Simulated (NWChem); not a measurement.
# BH3SO (SMILES OBS) at M06-HF/2ZaPa-NR

Aim: the vertical singlet–triplet gap of BH3SO at M06-HF/2ZaPa-NR, from 2 runs. 

The calculation is run with NWChem 7.3.0.

6 further runs of the same task are left out: 1 that didn't finish, 5 set aside as unsound or not needed.

**1. The molecule**

BH3SO has 6 atoms, charge 0, and is taken as a singlet. SMILES: `OBS`. Geometry: relaxed at PBE0-D4/def2-TZVP. This is one conformer, not always the lowest.

Bond lengths: O1–B2 1.351 Å, B2–S3 1.813 Å, O1–H4 0.961 Å, B2–H5 1.193 Å, S3–H6 1.340 Å. Angles: O1–B2–S3 121.4°, O1–B2–H5 118.0°, S3–B2–H5 120.6°, B2–O1–H4 115.3°, B2–S3–H6 96.0°.

**2. A single-point energy at M06-HF/2ZaPa-NR**

bh3os.nw

```
start bh3os
memory stack 880 mb heap 220 mb global 1100 mb

geometry noautosym nocenter
  zmatrix
    O
    B 1 r2
    S 2 r3 1 a3
    H 1 r4 2 a4 3 d4
    H 2 r5 1 a5 4 d5
    H 3 r6 2 a6 5 d6
  variables
    r2 1.35103
    r3 1.812855
    a3 121.38104
    r4 0.96123
    a4 115.30373
    d4 0.00851
    r5 1.192808
    a5 118.02145
    d5 -179.99987
    r6 1.340404
    a6 96.01164
    d6 0.00237
  end
end

basis "ao basis" spherical bse
  * library 2ZaPa-NR
end

dft
  xc m06-hf
  mult 1
  grid coarse
  convergence energy 1e-08
  direct
  mulliken
  print low
end

task dft
```

Run with:

```sh
$ nwchem bh3os.nw > bh3os.out
```

The log of the run:

```text
[...]
 d= 0,ls=0.0,diis     1   -500.0565272123 -5.89D+02  1.81D-02  5.03D-01     1.3
[...]
 d= 0,ls=0.0,diis    10   -500.1159958164 -9.81D-09  1.06D-06  3.92D-09     9.0
         Total DFT energy =     -500.115995816373
      One electron energy =     -864.725897399284
           Coulomb energy =      315.297488289375
    Exchange-Corr. energy =      -39.456462473598
 Nuclear repulsion energy =       88.768875767135
[...]
      Total Density - Mulliken Population Analysis
     ---------------------------------------------
    Atom       Charge   Shell Charges
 -----------   ------   -------------------------------------------------------
    1 O    8     8.30   2.00  1.76 -0.12  0.04  4.83 -0.26  0.03  0.01
    2 B    5     5.01   2.00  1.28 -0.34  0.03  2.34 -0.50  0.00  0.18
    3 S   16    16.15   2.00  2.00  1.96 -0.22  0.06  6.00  4.70 -0.43  0.01  0.00  0.07
    4 H    1     0.68   1.05 -0.42 -0.02  0.06
    5 H    1     0.96   1.30 -0.35  0.00  0.01
    6 H    1     0.91   1.22 -0.35  0.02  0.03
[...]
```

It took 9.6 s on 1 thread of AMD EPYC 9R45 (Zen 5), shared host; peak memory 0.11 GiB.

**3. The triplet**

bh3os.sdf

```

     RDKit          3D

  6  5  0  0  0  0  0  0  0  0999 V2000
   -1.1044   -0.0904   -1.0018 O   0  0  0  0  0  0  0  0  0  0  0  0
    0.0546    0.1697   -0.3581 B   0  0  0  0  0  0  0  0  0  0  0  0
    0.3369   -0.3925    1.3421 S   0  0  0  0  0  0  0  0  0  0  0  0
   -1.7531   -0.5871   -0.4954 H   0  0  0  0  0  0  0  0  0  0  0  0
    0.8943    0.7836   -0.9419 H   0  0  0  0  0  0  0  0  0  0  0  0
    1.5717    0.1166    1.4551 H   0  0  0  0  0  0  0  0  0  0  0  0
  2  1  1  0
  3  2  1  0
  4  1  1  0
  5  2  1  0
  6  3  1  0
M  END
$$$$
```

run.py

```python
from ase.io import read
from ase.calculators.nwchem import NWChem

molecule = read('bh3os.sdf')

calc = NWChem(
    label='bh3os',
    theory='dft',
    memory='2200 mb',
    basis='2ZaPa-NR',
    basispar='spherical bse',
    dft={'xc': 'm06-hf', 'mult': '3', 'grid': 'coarse', 'convergence': 'energy 1e-08', 'direct': None, 'iterations': '150', 'mulliken': None},
    task='energy',
)
molecule.calc = calc

print("Total energy (eV):", round(molecule.get_potential_energy(), 6))
```

Run with:

```sh
$ export ASE_NWCHEM_COMMAND="nwchem PREFIX.nwi > PREFIX.nwo"
$ python run.py
```

The log of the run:

```text
Total energy (eV): -13602.925784
```

The calculator wrote bh3os.nwi:

```
title "bh3os"

permanent_dir bh3os

scratch_dir bh3os

start bh3os

geometry units angstrom nocenter noautosym noautoz
  O  -1.1044000000000000e+00 -9.0399999999999994e-02 -1.0018000000000000e+00
  B  5.4600000000000003e-02 1.6969999999999999e-01 -3.5809999999999997e-01
  S  3.3689999999999998e-01 -3.9250000000000002e-01 1.3421000000000001e+00
  H  -1.7531000000000001e+00 -5.8709999999999996e-01 -4.9540000000000001e-01
  H  8.9429999999999998e-01 7.8359999999999996e-01 -9.4189999999999996e-01
  H  1.5717000000000001e+00 1.1660000000000000e-01 1.4551000000000001e+00
end

memory 2200 mb

basis spherical bse noprint
   * library 2ZaPa-NR
end

dft
  xc m06-hf
  mult 3
  grid coarse
  convergence energy 1e-08
  direct
  iterations 150
  mulliken
end

task dft energy
```

bh3os.nwo:

```text
Northwest Computational Chemistry Package (NWChem) 7.3.0
             --------------------------------------------------------

           Job information
           ---------------

    nwchem branch   = 7.3.0
    use scalapack   = T
    input           = bh3os.nwi
    prefix          = bh3os.
    data base       = bh3os/bh3os.db
    status          = startup
    nproc           =        1

           Memory information
           ------------------

    heap     =     72089596 doubles =      550.0 Mbytes
    stack    =     72089601 doubles =      550.0 Mbytes
    global   =    144179200 doubles =     1100.0 Mbytes (distinct from heap & stack)
    total    =    288358397 doubles =     2200.0 Mbytes
    verify   = yes
    hardfail = no

           Directory information
           ---------------------

  0 permanent = bh3os
  0 scratch   = bh3os

                                NWChem Input Module
                                -------------------

                                       bh3os
                                       -----

 Scaling coordinates for geometry "geometry" by  1.889725989
 (inverse scale =  0.529177249)

                             Geometry "geometry" -> ""
                             -------------------------

 Output coordinates in angstroms (scale by  1.889725989 to convert to a.u.)

[... 19 lines left out ...]
            Nuclear Dipole moment (a.u.)
[... 62 lines left out ...]
  convergence criterion.
[... 17 lines left out ...]
          Convergence on density requested:  1.00D-05
[... 22 lines left out ...]
          Spatial weights used:  Erf1
[... 3 lines left out ...]
          Convergence aids based upon iterative change in
[... 84 lines left out ...]
         Total DFT energy =     -499.898306245771
[... 1 line left out ...]
           Coulomb energy =      313.384359625979
[... 1 line left out ...]
 Nuclear repulsion energy =       88.768874909621
[... 575 lines left out ...]
                     DFT Final Beta Molecular Orbital Analysis
[... 632 lines left out ...]
   alpha     21     22     23     24     25     26     27     28     29     30
    beta     25     28     21     23     22     26     24     25     27     30
 overlap   0.692  0.673  0.676  0.543  0.668  0.786  0.870  0.536  0.626  0.972

   alpha     31     32     33     34     35     36     37     38     39     40
    beta     31     34     34     32     35     36     37     39     38     40
 overlap   0.689  0.535  0.600  0.746  0.854  0.885  0.927  0.925  0.981  0.972

   alpha     41     42     43     44     45     46     47     48     49     50
    beta     42     43     41     45     44     46     47     48     49     51
 overlap   0.714  0.696  0.951  0.910  0.915  0.896  0.927  0.944  0.943  0.998

   alpha     51     52     53     54     55     56     57     58     59     60
    beta     50     52     54     53     54     55     57     58     59     60
 overlap   0.958  0.815  0.691  0.997  0.658  0.789  0.999  0.980  0.977  0.978

   alpha     61     62     63     64     65     66     67     68     69     70
    beta     63     61     62     64     65     66     67     68     69     70
 overlap   0.761  0.763  0.875  0.874  0.987  0.992  1.000  0.997  0.993  0.999

   alpha     71     72     73     74     75     76     77     78     79     80
    beta     71     72     73     74     75     76     77     78     79     80
 overlap   1.000  1.000  1.000  0.999  0.992  0.996  0.996  0.967  0.972  0.988

   alpha     81
    beta     81
 overlap   0.992

     --------------------------
     Expectation value of S2:
     --------------------------
      <S2> =      2.0116 (Exact =     2.0000)

 center of mass
 --------------
 x =  -0.16988705 y =  -0.35999866 z =   0.69985718

 moments of inertia (a.u.)
 ------------------
         264.002189541661           5.936690851930        -129.747750237103
           5.936690851930         353.134134201852          42.738646721337
        -129.747750237103          42.738646721337         118.436929307217

     Multipole analysis of the density
     ---------------------------------

     L   x y z        total         alpha         beta         nuclear
     -   - - -        -----         -----         ----         -------
     0   0 0 0     -0.000000    -17.000000    -15.000000     32.000000

     1   1 0 0     -0.125159      1.537380      2.984109     -4.646647
[... 8 lines of this table left out ...]
     2   0 0 2    -23.196776    -92.010900    -76.669734    145.483858

 Task  times  cpu:      105.7s     wall:      105.7s
 Total times  cpu:      105.7s     wall:      105.7s
```

Wall time 1.8 min (1 thread of AMD EPYC 9R45 (Zen 5), shared host); peak memory 0.11 GiB.

**4. Results**

Level: M06-HF/2ZaPa-NR.

```
                                        quantity          value
                           singlet: total energy  -500.11600 Eh
                           triplet: total energy  -499.89831 Eh
                          triplet: dipole moment         0.52 D
     triplet: HOMO energy (highest over α and β)       -4.59 eV
                                   triplet: ⟨S²⟩          2.012
vertical energy of the triplet above the singlet       5.924 eV
```

At this shape the triplet lies 5.92 eV (137 kcal/mol) above the singlet. Mulliken charges (singlet) run from -0.30 on O1 to +0.32 on H4.
